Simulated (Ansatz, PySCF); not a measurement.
UKS-B3LYP/6-31G* against FCI for diatomic hydrides: energy from the minimum to the longest scanned distance (2.9 to 4 times the starting length).

Values in kJ/mol, from Ansatz (an electronic-structure program) and PySCF. Where two bases are given, the first is that of UKS-B3LYP/6-31G*. Full CI is exact in its basis, with frozen cores. Scans on which UKS-B3LYP/6-31G* failed, held another spin at the minimum or broke off are missing, so the means are lower bounds.

| system | basis | UKS-B3LYP/6-31G* | FCI | UKS-B3LYP/6-31G* − FCI |
|---|---|---|---|---|
| HGa singlet | 6-31G* / aug-cc-pVTZ | 282 | 285 | -3 |
| HN triplet | 6-31G* / def2-TZVP | 353 | 324 | 29 |
| HGa singlet | 6-31G* / cc-pVDZ | 282 | 269 | 13 |
| HMg doublet | 6-31G* / cc-pVQZ | 138 | 137 | 2 |
| HLi singlet | 6-31G* / aug-cc-pVDZ | 238 | 226 | 12 |
| HCl singlet | 6-31G* / def2-SVP | 418 | 412 | 6 |
| HGa singlet | 6-31G* / aug-cc-pVQZ | 282 | 287 | -5 |
| HLi singlet | 6-31G* / def2-TZVP | 238 | 211 | 27 |
| HCl cation doublet | 6-31G* / aug-cc-pVDZ | 317 | 429 | -112 |
| HBe doublet | 6-31G* / cc-pVQZ | 242 | 209 | 34 |

The mean difference from FCI is 0 kJ/mol (median 9) and the mean absolute one 24 kJ/mol (median 12); UKS-B3LYP/6-31G* lies above in 7 and below in 3 of 10 cases. It is closest for HMg doublet (2), HGa singlet (-3), HGa singlet (-5) and furthest off for HCl cation doublet (-112), HBe doublet (34), HN triplet (29).
